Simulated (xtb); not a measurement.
C3H7, SMILES [CH](C)C (connectivity only; charge and spin as stated), charge +1, multiplicity 1. All values are semi-empirical tight-binding results from xtb (GFN2-xTB unless named), good for trends rather than for accurate numbers. Geometry optimised at GFN2-xTB. The multiplicity is an assumed one; other spin states were not compared. The isomer is the one that the SMILES or the coordinates give; other isomers of the formula were not compared.

Computed properties:
```yaml
point_group_as_xtb_finds_it: C2v
orbital_gap: 3.19 eV
zero_point_energy: 53.5 kcal/mol
G − E(el) at 298.15 K (modified RRHO): 37.6 kcal/mol
static polarisability (D4 model): 34.5 bohr³
solvation energy, GFN2-xTB/ALPB(water): -62.9 kcal/mol
solvation energy, GFN2-xTB/ALPB(hexane): -34.3 kcal/mol
```

Computed IR lines (harmonic; lines under 4 % of the strongest left out, lines within 3 cm⁻¹ merged):
ν (cm⁻¹): 185 (w), 965 (w), 1192 (vs), 1331 (w), 1421 (w), 1500 (m), 2856 (w), 2918 (m) (against the strongest line: vs over 80 %, s over 45 %, m over 15 %, w over 4 %, vw less)
